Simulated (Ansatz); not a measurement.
# SiH4 (silane): U-r2SCAN-rVV10/ANO-R1 (sfX2C)

Aim: the energy difference between two shapes of SiH4 (silane) at U-r2SCAN-rVV10/ANO-R1 (sfX2C), from 2 runs. 

The calculation is run with Ansatz 0.2.0.

4 further runs of the same task are left out: 2 that didn't finish, 2 set aside as unsound or not needed.

**1. The system as given**

The species is SiH4 (5 atoms), meant as a singlet with charge 0. As SMILES, `[SiH4]`. The shape is that of a PBE0-D4/def2-TZVP optimisation.

Bond lengths: Si1–H2 1.485 Å, Si1–H3 1.485 Å, Si1–H4 1.485 Å, Si1–H5 1.485 Å. Angles: H2–Si1–H3 109.5°, H2–Si1–H4 109.5°, H2–Si1–H5 109.5°, H3–Si1–H4 109.5°, H3–Si1–H5 109.5°, H4–Si1–H5 109.5°.

**2. Energy and gradient at U-r2SCAN-rVV10/ANO-R1 (sfX2C)**

in.yaml

```yaml
basis:
  gaussian:
    orbitals: ANO-R1.json
crystal:
  periodic: [false, false, false]
  atoms:
    - {symbol: Si, position_ang: [-0.000000, 0.000000, -0.000100]}
    - {symbol: H, position_ang: [0.967600, -0.688400, 0.890900]}
    - {symbol: H, position_ang: [-1.331000, 0.044900, 0.656000]}
    - {symbol: H, position_ang: [-0.105100, -0.740300, -1.282600]}
    - {symbol: H, position_ang: [0.468500, 1.383800, -0.264200]}
magnetization:
  spin_polarized: true
  initial_magnetization: 0
hamiltonian:
  xc: {name: r2SCAN}
  dispersion: rvv10
  pseudopotentials:
    relativity: scalar
output:
  forces: true
  orbitals: {seedname: orbitals}
```

The basis set ANO-R1 is read from a file made from the Basis Set Exchange's data (not shown).

Started as:

```console
$ ansatz run in.yaml --threads 1 --pin off --max-ram 2610MiB --events-out events.jsonl --progress --plain --runs-dir runs
```

Log:

```text
Warning: RAYON_NUM_THREADS=1 ignored (pool sized by the plan → 1); use --threads N
Functional definition: r2SCAN+rVV10
  name "r2SCAN+rVV10"
  parameter k0 = 0.174
  parameter k1 = 0.065
  parameter a1 = 4.9479
  exchange = r2scan_x(k0 = k0, k1 = k1, a1 = a1)
  correlation = r2scan_c + rvv10(11.95, 0.0093)
398 factors; integrals over basis functions are off by at most 8.4e-4 eV
mean field evaluation 1: about -7957.1765 eV, gradient 6.2e0 eV
mean field evaluation 2: about -7957.5053 eV, gradient 2.3e0 eV
mean field evaluation 4: about -7957.5387 eV, gradient 1.7e-2 eV
mean field evaluation 8: about -7957.5325 eV, gradient 3.6e-5 eV
mean field -7957.53248460 eV, -292.4339250000 hartree, gradient 3.1e-5 eV, S^2 0.000000; 0 other end points of the search recorded, 0 dependent functions left out
the calculation of the forces begins
reference -7957.53250032 eV, -292.4339255777 hartree; 9, 9 occupied and 29, 29 virtual orbitals, 398 factors
Total energy: -7957.53250032 eV, -292.4339255777 hartree
Relativity: scalar
Atom 0 at    -0.000000     0.000000    -0.000100 Å, force     0.000147     0.000875     0.001672 eV/Å
Atom 1 at     0.967600    -0.688400     0.890900 Å, force    -0.008367     0.006082    -0.008359 eV/Å
Atom 2 at    -1.331000     0.044900     0.656000 Å, force     0.011822    -0.000232    -0.006393 eV/Å
Atom 3 at    -0.105100    -0.740300    -1.282600 Å, force     0.000935     0.006491     0.010891 eV/Å
Atom 4 at     0.468500     1.383800    -0.264200 Å, force    -0.004537    -0.013216     0.002188 eV/Å
Dipole moment:    -0.000001    -0.000004    -0.000096 e Å
```

It took 3.6 s on 1 thread of Arm Neoverse V2, shared host.

**3. The distorted shape at the same level**

in.yaml

```yaml
basis:
  gaussian:
    orbitals: ANO-R1.json
crystal:
  periodic: [false, false, false]
  atoms:
    - {symbol: Si, position_ang: [0.048529, 0.019333, 0.060370]}
    - {symbol: H, position_ang: [1.048807, -0.695905, 0.894000]}
    - {symbol: H, position_ang: [-1.272816, 0.039725, 0.631083]}
    - {symbol: H, position_ang: [-0.200743, -0.784920, -1.279389]}
    - {symbol: H, position_ang: [0.475052, 1.364293, -0.384714]}
magnetization:
  spin_polarized: true
  initial_magnetization: 0
hamiltonian:
  xc: {name: r2SCAN}
  dispersion: rvv10
  pseudopotentials:
    relativity: scalar
output:
  forces: true
  orbitals: {seedname: orbitals}
```

The basis set ANO-R1 is read from a file made from the Basis Set Exchange's data (not shown).

Started as:

```console
$ ansatz run in.yaml --threads 1 --pin off --max-ram 2610MiB --events-out events.jsonl --progress --plain --runs-dir runs
```

Log, shortened:

```text
Warning: RAYON_NUM_THREADS=1 ignored (pool sized by the plan → 1); use --threads N
Functional definition: r2SCAN+rVV10
  name "r2SCAN+rVV10"
[...]
398 factors; integrals over basis functions are off by at most 8.2e-4 eV
[...]
mean field -7957.38304480 eV, -292.4284331885 hartree, gradient 1.0e-5 eV, S^2 0.000000; 0 other end points of the search recorded, 0 dependent functions left out
[...]
reference -7957.38306139 eV, -292.4284337983 hartree; 9, 9 occupied and 29, 29 virtual orbitals, 398 factors
Total energy: -7957.38306139 eV, -292.4284337983 hartree
Relativity: scalar
Atom 0 at     0.048529     0.019333     0.060370 Å, force     0.185028    -0.996107    -2.077779 eV/Å
Atom 1 at     1.048807    -0.695905     0.894000 Å, force    -0.061331     0.154399     0.015459 eV/Å
Atom 2 at    -1.272816     0.039725     0.631083 Å, force    -0.668112     0.163993     0.675369 eV/Å
Atom 3 at    -0.200743    -0.784920    -1.279389 Å, force     0.431843     0.580763     1.147881 eV/Å
Atom 4 at     0.475052     1.364293    -0.384714 Å, force     0.112572     0.096953     0.239071 eV/Å
Dipole moment:     0.025837     0.035095     0.082319 e Å
```

It took 3.9 s on 1 thread of Arm Neoverse V2, shared host.

**4. Summary of results**

At U-r2SCAN-rVV10/ANO-R1 (sfX2C):

```
                                 quantity          value
                first shape: total energy  -292.43393 Eh
               first shape: dipole moment         0.00 D
                 first shape: HOMO energy       -8.87 eV
                 first shape: LUMO energy        1.04 eV
               first shape: HOMO–LUMO gap        9.91 eV
    first shape: largest force on an atom     0.014 eV/Å
            distorted shape: total energy  -292.42843 Eh
           distorted shape: dipole moment         0.45 D
             distorted shape: HOMO energy       -8.33 eV
             distorted shape: LUMO energy        0.74 eV
           distorted shape: HOMO–LUMO gap        9.07 eV
distorted shape: largest force on an atom     2.312 eV/Å
   energy change with the atoms displaced       0.149 eV
```

In words: With the atoms displaced the energy rises by 0.15 eV (3.4 kcal/mol). Mulliken charges (distorted shape) run from -0.18 on Si1 to +0.06 on H2; they depend strongly on the basis.
